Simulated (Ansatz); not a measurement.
A nudged elastic band was laid between two geometries of AlH7OSi (10 atoms, charge 0, multiplicity 1).

Method: Ansatz 0.2.0, RKS PBE-D4/def2-SVP.

```yaml
movable_images: 7
climbing_image: yes
spring: 5.0 eV/Å²
optimiser: quadratic models (default)
start_path: through a guess of the saddle point
force_threshold: 0.05 eV/Å
iteration_limit: 60
end_points: relaxed
```

Initial state:

```xyz
10
Properties=species:S:1:pos:R:3
Al -1.695 0.202 0.001
H -2.390 -0.540 1.248
H -2.391 0.108 -1.446
H -0.820 1.540 0.325
H 0.136 -1.733 -0.378
O 0.035 -0.776 -0.219
Si 1.482 0.160 0.071
H 2.570 -0.859 -0.137
H 1.494 0.652 1.480
H 1.579 1.247 -0.945
```

Final state:

```xyz
10
Properties=species:S:1:pos:R:3
Al -1.510 0.525 -0.208
H -1.983 -1.666 0.576
H -2.226 0.164 -1.586
H -2.274 1.112 1.061
H -1.210 -1.647 0.570
O 0.207 0.448 -0.149
Si 1.858 0.305 -0.083
H 2.242 -1.152 -0.018
H 2.405 0.995 1.140
H 2.492 0.916 -1.304
```

Problem. Which bonds break or form, and what moves?

Solution. Bonds broken: Al1–H2, H5–O6. Bonds formed: H2–H5. AlH7OSi becomes AlH5OSi + H2.

Problem. What energy profile does the band end with?

Solution. The run converged. The highest image is number 4 of 0 to 8, 36.4 kJ/mol above the first end and 84.3 kJ/mol above the last; the last end lies 47.8 kJ/mol below the first. A vibrational analysis at the climbing image gives one clearly imaginary mode, 994i cm⁻¹: a first-order saddle point. The orbitals stay closed-shell, which can raise the energy where a bond breaks towards radicals; this wasn't checked here.

```
image  path coordinate (Å)  energy (kJ/mol)  Al1–H2 (Å)  H5–O6 (Å)  H2–H5 (Å)
    0                 0.00              0.0        1.61       0.98       3.23
    1                 0.76              1.7        1.61       0.98       2.82
    2                 1.53              4.5        1.62       0.98       2.46
    3                 2.29             11.3        1.63       0.98       1.99
    4                 3.06             36.4        1.76       1.19       1.13
    5                 3.63            -21.6        2.06       1.78       0.80
    6                 4.21            -45.8        2.32       2.34       0.78
    7                 4.78            -47.7        2.38       2.64       0.77
    8                 5.35            -47.8        2.37       2.63       0.77
```

Problem. What is the geometry of the highest image?

Solution. 
```xyz
10
Properties=species:S:1:pos:R:3
Al -1.741 0.299 -0.206
H -1.706 -1.192 0.725
H -2.401 0.083 -1.643
H -2.016 1.563 0.730
H -0.626 -1.010 0.462
O 0.086 -0.273 -0.142
Si 1.746 0.061 -0.004
H 2.503 -1.225 -0.154
H 2.049 0.675 1.334
H 2.106 1.019 -1.102
```

Problem. What are the harmonic wavenumbers there?

Solution. 994i, 33, 47, 144, 443, 459, 572, 687, 699, 736, 751, 848, 906, 920, 970, 1096, 1160, 1608, 1879, 1896, 1906, 2177, 2188, 2195 cm⁻¹.

The band took 14 iterations and roughly 2.4 core-minutes.

Run time: 77 s on 2 threads of Intel(R) Xeon(R) Platinum 8488C (Sapphire Rapids), with other jobs on the host, peak memory 0.14 GiB.
